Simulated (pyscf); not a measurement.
`[O]=[O]` [triplet] + `[CH2][CH3]` [doublet] → `[O][OH]` [doublet] + `[CH2]=[CH2]` (hydrogen abstraction; doublet surface; C–H broken, H–O formed). PySCF, gas phase, ωB97X-D3(BJ)/def2-SVP geometries. Energies in kJ/mol from the separated reactants.

```
level                   barrier  reaction energy
----------------------  -------  ---------------
ωB97X-D3(BJ)/def2-TZVP     83.0            -37.5
PBE/def2-TZVP               1.3            -40.7
r²SCAN/def2-TZVP            ___              ___
PBE0-D3(BJ)/def2-TZVP       ___            -28.8
M06-2X/def2-TZVP           75.3            -47.8
HF/def2-TZVP              180.3            +14.9
```

Q: Complete the blanks.

A: 
- r²SCAN/def2-TZVP, barrier: 36.6
- r²SCAN/def2-TZVP, reaction energy: -15.0
- PBE0-D3(BJ)/def2-TZVP, barrier: 53.5

The functionals in the table span 81.7 kJ/mol in this barrier, from PBE to ωB97X-D3(BJ). On the product side the descent ends in a complex, 22.5 kJ/mol under the separated species and 143.0 kJ/mol under the saddle at ωB97X-D3(BJ)/def2-TZVP. One saddle was located; it need not be the lowest between these sides. The angle at the transferred H is 156°. An unrestricted DFT solution here is markedly spin-contaminated.
